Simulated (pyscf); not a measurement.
One 1,1-elimination on the singlet surface with elements of a group swapped. ωB97M-D3(BJ)/def2-TZVP, kcal/mol, from the reactant's lowest minimum found. Structures and frequencies: ωB97X-D3(BJ)/def2-SVP in PySCF.

| step | barrier | reaction energy | imaginary mode (i cm⁻¹) |
|---|---|---|---|
| `[SiH3][SiH2][GeH3]` → `[GeH2]` [singlet] + `[SiH3][SiH3]` | … | … | 433 |
| `[GeH3][SnH2][SnH3]` → `[SnH3][SnH3]` + `[GeH2]` [singlet] | 38.3 | +48.2 | 218 |

Question: Some entries are withheld; supply them.

Answer: 
- `[SiH3][SiH2][GeH3]` → `[GeH2]` [singlet] + `[SiH3][SiH3]`, barrier: 37.8
- `[SiH3][SiH2][GeH3]` → `[GeH2]` [singlet] + `[SiH3][SiH3]`, reaction energy: +42.0

Row 1: On the product side the descent ends in an adduct with a Ge–Si contact, 13.7 kcal/mol under the separated species and 3.7 kcal/mol under the saddle at ωB97X-D3(BJ)/def2-TZVP. Row 2: On the product side the descent ends in an adduct with a Ge–Sn, Ge–H contact, 18.1 kcal/mol under the separated species and 0.5 kcal/mol under the saddle at ωB97X-D3(BJ)/def2-TZVP. Each row is the saddle that its search found. Elements up to Kr have no core potential and no relativistic terms here. Elements past Kr carry the def2 core potentials, without spin-orbit coupling.
